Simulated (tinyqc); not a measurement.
Worked calculation: RKS/LDA (PW92) in the sto-3g basis, for H2O, spin multiplicity 1. One step of it, computed by the program tinyqc.

Task: Iteration 1: building the Kohn-Sham matrix. J_ij = sum D_kl (ij|kl); F = H + J + V_xc; E = tr D H + tr D J / 2 + E_xc + E_nn.

D at the start, order 1O 1s, 1O 2s, 1O 2px, 1O 2py, 1O 2pz, 2H 1s, 3H 1s:
```
[[2.063654, -0.257781, 0.000000, 0.000000, 0.115101, -0.138421, -0.138421],
 [-0.257781, 1.181426, 0.000000, 0.000000, -0.420742, 0.349172, 0.349172],
 [0.000000, 0.000000, 2.000000, 0.000000, 0.000000, 0.000000, 0.000000],
 [0.000000, 0.000000, 0.000000, 1.441652, 0.000000, 0.367282, -0.367282],
 [0.115101, -0.420742, 0.000000, 0.000000, 1.815026, 0.124161, 0.124161],
 [-0.138421, 0.349172, 0.000000, 0.367282, 0.124161, 0.236008, 0.048866],
 [-0.138421, 0.349172, 0.000000, -0.367282, 0.124161, 0.048866, 0.236008]]
```

core Hamiltonian H = T + V (hartree), order 1O 1s, 1O 2s, 1O 2px, 1O 2py, 1O 2pz, 2H 1s, 3H 1s:
```
[[-32.660296, -7.598456, 0.000000, 0.000000, -0.018048, -1.530497, -1.530497],
 [-7.598456, -9.279131, 0.000000, 0.000000, -0.216163, -3.401589, -3.401589],
 [0.000000, 0.000000, -7.411983, 0.000000, 0.000000, 0.000000, 0.000000],
 [0.000000, 0.000000, 0.000000, -7.538665, 0.000000, -1.818641, 1.818641],
 [-0.018048, -0.216163, 0.000000, 0.000000, -7.505015, -1.628009, -1.628009],
 [-1.530497, -3.401589, 0.000000, -1.818641, -1.628009, -4.867440, -1.487080],
 [-1.530497, -3.401589, 0.000000, 1.818641, -1.628009, -1.487080, -4.867440]]
```

Two-electron integrals (ij|kl) in chemists' order, unique and non-zero (hartree):
```
(11|11) 4.785065    (21|11) 0.741380    (21|21) 0.136873    (22|11) 1.118947
(22|21) 0.256633    (22|22) 0.817206    (31|31) 0.024477    (32|31) 0.037809
(32|32) 0.180518    (33|11) 1.115814    (33|21) 0.256684    (33|22) 0.817023
(33|33) 0.880159    (41|41) 0.024477    (42|41) 0.037809    (42|42) 0.180518
(43|43) 0.047444    (44|11) 1.115814    (44|21) 0.256684    (44|22) 0.817023
(44|33) 0.785270    (44|44) 0.880159    (51|51) 0.024477    (52|51) 0.037809
(52|52) 0.180518    (53|53) 0.047444    (54|54) 0.047444    (55|11) 1.115814
(55|21) 0.256684    (55|22) 0.817023    (55|33) 0.785270    (55|44) 0.785270
(55|55) 0.880159    (61|11) 0.150278    (61|21) 0.027511    (61|22) 0.051255
(61|33) 0.051156    (61|41) 0.000964    (61|42) 0.001805    (61|44) 0.051331
(61|51) 0.000826    (61|52) 0.001547    (61|54) 0.000150    (61|55) 0.051285
(61|61) 0.005602    (62|11) 0.366380    (62|21) 0.085087    (62|22) 0.300082
(62|33) 0.294978    (62|41) 0.004851    (62|42) 0.037094    (62|44) 0.303642
(62|51) 0.004157    (62|52) 0.031788    (62|54) 0.007426    (62|55) 0.301341
(62|61) 0.017437    (62|62) 0.136541    (63|31) 0.008893    (63|32) 0.051807
(63|43) 0.007703    (63|53) 0.006601    (63|63) 0.019436    (64|11) 0.200607
(64|21) 0.047190    (64|22) 0.177711    (64|33) 0.169651    (64|41) 0.011251
(64|42) 0.072602    (64|44) 0.190001    (64|51) 0.002020    (64|52) 0.017821
(64|54) 0.010838    (64|55) 0.173282    (64|61) 0.010097    (64|62) 0.098221
(64|64) 0.089277    (65|11) 0.171912    (65|21) 0.040440    (65|22) 0.152291
(65|33) 0.145384    (65|41) 0.002020    (65|42) 0.017821    (65|44) 0.149621
(65|51) 0.010625    (65|52) 0.067079    (65|54) 0.011333    (65|55) 0.161697
(65|61) 0.008653    (65|62) 0.084171    (65|64) 0.059851    (65|65) 0.070726
(66|11) 0.506674    (66|21) 0.119581    (66|22) 0.483704    (66|33) 0.464158
(66|41) 0.008818    (66|42) 0.092988    (66|44) 0.497619    (66|51) 0.007556
(66|52) 0.079686    (66|54) 0.028675    (66|55) 0.488731    (66|61) 0.024724
(66|62) 0.277276    (66|64) 0.227698    (66|65) 0.195127    (66|66) 0.774606
(71|11) 0.150278    (71|21) 0.027511    (71|22) 0.051255    (71|33) 0.051156
(71|41) -0.000964   (71|42) -0.001805   (71|44) 0.051331    (71|51) 0.000826
(71|52) 0.001547    (71|54) -0.000150   (71|55) 0.051285    (71|61) 0.005521
(71|62) 0.016924    (71|64) 0.008953    (71|65) 0.008405    (71|66) 0.023752
(71|71) 0.005602    (72|11) 0.366380    (72|21) 0.085087    (72|22) 0.300082
(72|33) 0.294978    (72|41) -0.004851   (72|42) -0.037094   (72|44) 0.303642
(72|51) 0.004157    (72|52) 0.031788    (72|54) -0.007426   (72|55) 0.301341
(72|61) 0.016924    (72|62) 0.111963    (72|64) 0.055368    (72|65) 0.067203
(72|66) 0.187955    (72|71) 0.017437    (72|72) 0.136541    (73|31) 0.008893
(73|32) 0.051807    (73|43) -0.007703   (73|53) 0.006601    (73|63) 0.015454
(73|73) 0.019436    (74|11) -0.200607   (74|21) -0.047190   (74|22) -0.177711
(74|33) -0.169651   (74|41) 0.011251    (74|42) 0.072602    (74|44) -0.190001
(74|51) -0.002020   (74|52) -0.017821   (74|54) 0.010838    (74|55) -0.173282
(74|61) -0.008953   (74|62) -0.055368   (74|64) -0.012363   (74|65) -0.032485
(74|66) -0.082095   (74|71) -0.010097   (74|72) -0.098221   (74|74) 0.089277
(75|11) 0.171912    (75|21) 0.040440    (75|22) 0.152291    (75|33) 0.145384
(75|41) -0.002020   (75|42) -0.017821   (75|44) 0.149621    (75|51) 0.010625
(75|52) 0.067079    (75|54) -0.011333   (75|55) 0.161697    (75|61) 0.008405
(75|62) 0.067203    (75|64) 0.032485    (75|65) 0.055181    (75|66) 0.123726
(75|71) 0.008653    (75|72) 0.084171    (75|74) -0.059851   (75|75) 0.070726
(76|11) 0.147272    (76|21) 0.034537    (76|22) 0.132671    (76|33) 0.129405
(76|44) 0.131805    (76|51) 0.002616    (76|52) 0.023965    (76|55) 0.136659
(76|61) 0.007016    (76|62) 0.060654    (76|64) 0.037614    (76|65) 0.042026
(76|66) 0.128959    (76|71) 0.007016    (76|72) 0.060654    (76|74) -0.037614
(76|75) 0.042026    (76|76) 0.033270    (77|11) 0.506674    (77|21) 0.119581
(77|22) 0.483704    (77|33) 0.464158    (77|41) -0.008818   (77|42) -0.092988
(77|44) 0.497619    (77|51) 0.007556    (77|52) 0.079686    (77|54) -0.028675
(77|55) 0.488731    (77|61) 0.023752    (77|62) 0.187955    (77|64) 0.082095
(77|65) 0.123726    (77|66) 0.338078    (77|71) 0.024724    (77|72) 0.277276
(77|74) -0.227698   (77|75) 0.195127    (77|76) 0.128959    (77|77) 0.774606
```

nuclear repulsion = 8.70439450 hartree

V_xc (hartree), order 1O 1s, 1O 2s, 1O 2px, 1O 2py, 1O 2pz, 2H 1s, 3H 1s:
```
[[-2.820762, -0.415679, 0.000000, 0.000000, 0.002173, -0.084627, -0.084627],
 [-0.415679, -0.817102, 0.000000, 0.000000, 0.006007, -0.284843, -0.284843],
 [0.000000, 0.000000, -0.816675, 0.000000, 0.000000, 0.000000, 0.000000],
 [0.000000, 0.000000, 0.000000, -0.814307, 0.000000, -0.166372, 0.166372],
 [0.002173, 0.006007, 0.000000, 0.000000, -0.820330, -0.143101, -0.143101],
 [-0.084627, -0.284843, 0.000000, -0.166372, -0.143101, -0.429286, -0.114924],
 [-0.084627, -0.284843, 0.000000, 0.166372, -0.143101, -0.114924, -0.429286]]
```

E_xc = sum of w rho eps_xc = -8.92404144 hartree

Give: Coulomb J; Kohn-Sham matrix F; total energy of this density.

Result:

Coulomb J (hartree), order 1O 1s, 1O 2s, 1O 2px, 1O 2py, 1O 2pz, 2H 1s, 3H 1s:
```
[[17.7421, 3.3647, 0.0000, 0.0000, -0.0088, 0.6760, 0.6760],
 [3.3647, 8.4058, 0.0000, 0.0000, -0.0002, 3.0458, 3.0458],
 [0.0000, 0.0000, 8.3901, 0.0000, 0.0000, 0.0000, 0.0000],
 [0.0000, 0.0000, 0.0000, 8.3972, 0.0000, 1.7892, -1.7892],
 [-0.0088, -0.0002, 0.0000, 0.0000, 8.4071, 1.5392, 1.5392],
 [0.6760, 3.0458, 0.0000, 1.7892, 1.5392, 4.9163, 1.3412],
 [0.6760, 3.0458, 0.0000, -1.7892, 1.5392, 1.3412, 4.9163]]
```

Kohn-Sham matrix F (hartree), order 1O 1s, 1O 2s, 1O 2px, 1O 2py, 1O 2pz, 2H 1s, 3H 1s:
```
[[-17.7390, -4.6494, 0.0000, 0.0000, -0.0246, -0.9391, -0.9391],
 [-4.6494, -1.6904, 0.0000, 0.0000, -0.2104, -0.6407, -0.6407],
 [0.0000, 0.0000, 0.1614, 0.0000, 0.0000, 0.0000, 0.0000],
 [0.0000, 0.0000, 0.0000, 0.0442, 0.0000, -0.1958, 0.1958],
 [-0.0246, -0.2104, 0.0000, 0.0000, 0.0818, -0.2319, -0.2319],
 [-0.9391, -0.6407, 0.0000, -0.1958, -0.2319, -0.3804, -0.2608],
 [-0.9391, -0.6407, 0.0000, 0.1958, -0.2319, -0.2608, -0.3804]]
```

total energy of this density = -74.288624 hartree

This density is the starting one.
